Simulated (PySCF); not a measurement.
Solvent effects on NMR parameters

Geometry:
```tsv
atom	x (Å)	y (Å)	z (Å)
O1	-1.444	-0.209	0.317
S2	-0.038	-0.065	0.140
O3	0.952	-0.256	1.145
F4	0.225	1.331	-0.542
F5	0.379	-0.911	-1.122
```

GIAO PBE0/pcSseg-1 in PySCF 2.14.0 with density-fitted response routines on one PBE0-D3(BJ)/def2-SVP conformer, non-relativistic, equivalent nuclei averaged. Solvents enter as an IEF-PCM continuum (chloroform with ε = 4.7, dichloromethane with ε = 8.9) around the gas-phase geometry. Shifts are referred to CS2, CFCl3 computed in the same medium.

Gas phase, δ in ppm: S2 313.6, F4/F5 70.9. Dipole moment 0.79 D.

Task: How does each δ change in the continuum?

Result: 
```
atoms           environment  Δδ, chloroform  Δδ, dichloromethane
   S2       sulfonyl sulfur             0.0                  0.0
F4/F5  fluorine bonded to S            +3.5                 +4.1
```

Changes are relative to the gas phase. The dipole moment becomes 0.90 D in chloroform, 0.92 D in dichloromethane.

Task: Which nuclei move most (in ppm), and what does the model miss?

Result: F4/F5 (fluorine bonded to S, +4.1 ppm) in dichloromethane. A continuum only polarises the solute; specific hydrogen bonds, the anisotropy of aromatic solvents and changes of geometry or conformer are outside it.
